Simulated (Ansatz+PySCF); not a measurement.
Values are calculated unless marked as measured or tabulated.
## Ansatz (development build ahead of 0.2.0) run

```yaml
crystal:
  periodic: [false, false, false]
  atoms:
    - { symbol: O, position_ang: [0.83716, 0.0, 0.0] }
    - { symbol: O, position_ang: [-0.41858, 0.725, 0.0] }
    - { symbol: O, position_ang: [-0.41858, -0.725, 0.0] }
basis:
  gaussian: { orbitals: STO-3G }
hamiltonian:
  xc: hf
correlation:
  method: mp2
  frozen_orbitals: { O: 1 }
scf:
  omitted_lower_state_checks: [stability, starts, atomic_configurations, cluster_reference, orbital_swaps, given_window_search, neighbouring_geometries, increment]
```

The input is written out in the form of the current development build from the run's settings.

Results

| Property | Result |
| --- | --- |
| Converged | yes |
| Reference energy | -221.36128 hartree |
| Correlation energy | -0.17394 hartree |
| Total energy | -221.53523 hartree |
| Spin squared of the determinant | 0.000 |
| Occupied orbitals by symmetry in an Abelian subgroup (alpha; beta) | 6 A1 1 A2 2 B1 3 B2; 6 A1 1 A2 2 B1 3 B2 |
